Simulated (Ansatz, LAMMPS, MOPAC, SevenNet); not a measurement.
Corundum (α-Al2O3): properties by level of theory

Reference values: lattice constant a 4.759 Å (measured, temperature not stated, no zero-point or thermal correction; as tabulated in Lallet et al. (2009), arXiv:0801.3594); lattice parameter c 12.991 Å (measured, temperature not stated, not corrected to a static lattice; as tabulated in Lallet et al. (2009), arXiv:0801.3594).

| level (code) | lattice constant a (Å) | lattice parameter c (Å) |
|---|---|---|
| ionic model binks1994 (shell model, LAMMPS) | 4.813 | 12.727 |
| ionic model lewis1985b (shell model, LAMMPS) | 4.719 | 12.430 |
| ionic model pedone2006 (rigid ions, LAMMPS) | 4.711 | 13.012 |
| MNDO semi-empirical Hartree-Fock (MOPAC) | 4.832 | 13.254 |
| SevenNet-0 | 4.807 | 13.126 |
| r²SCAN (Ansatz) | 4.759 | 12.995 |

Differences from the reference values (errors of the level alone only where the reference is corrected to a static lattice):

```csv
level,lattice constant a (%),lattice parameter c (%)
ionic model binks1994,+1.13,-2.03
ionic model lewis1985b,-0.84,-4.32
ionic model pedone2006,-1.01,+0.16
MNDO semi-empirical Hartree-Fock (MOPAC),+1.53,+2.02
SevenNet-0,+1.01,+1.04
r²SCAN,0.00,+0.03
```

Nearest: lattice constant a, not ranked (reference at room or unstated temperature); lattice parameter c, not ranked (reference at room or unstated temperature).

Empirical potentials (ionic model binks1994, ionic model lewis1985b, ionic model pedone2006) are fitted to chosen data: where that held the value shown, agreement is built in, and what lay outside the fit can be far off. Machine-learned potentials (SevenNet-0) are trained on DFT data: a solid inside that data is no test of them.

Caveats: the method was fitted mainly to molecules (MNDO semi-empirical Hartree-Fock (MOPAC)); the run uses a supercell at the zone centre in place of a k mesh (MNDO semi-empirical Hartree-Fock (MOPAC)). Ansatz's density-functional and Hartree–Fock values are scalar-relativistic unless marked +SOC, with PAW data made under PBE.

Differences are worked out from the printed values.

Ansatz is a quantum-chemistry and plane-wave program.
